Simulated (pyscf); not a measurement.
Optimised with ωB97X-D3(BJ)/def2-SVP in PySCF. MP2 and CC: frozen core, UHF for open shells. ΔMP2 is the change of the MP2 total energy from the triple- to the quadruple-zeta basis.

SMILES: [As][AsH2]
```xyz
4

As     1.8592    -1.0892    -0.3051
As     0.0948    -0.0049    -0.8547
H     -0.1355     1.4816    -0.8138
H     -1.2165    -0.5484    -1.3541
```

Question: What is the homolytic dissociation enthalpy (298 K, CCSD(T)/def2-TZVPP + ΔMP2(QZVPP)) of the As–H bond of :As–AsH₂ [singlet], to •As=AsH + H•?

Answer: As–H to •As=AsH + H•: 40.3 kcal/mol. The radicals are drawn with the spin at the cut bond; how far it spreads was not checked. :As–AsH₂ [singlet] lies 32.6 kcal/mol over its isomer HAs=AsH, and others may lie lower still (electronic energy, ωB97M-D3(BJ)). The CCSD(T) − MP2 part came from Ansatz, without density fitting, on the same reference. A UHF reference is spin-contaminated (<S²> up to 1.35), which harms MP2 most. The frozen core leaves the outer d or s,p core shells of the metals and heavy elements correlated in the MP2 and CC values, and def2-TZVPP describes them poorly, which can shift differences by a few kcal/mol. Elements up to Kr have no core potential and no relativistic terms here.
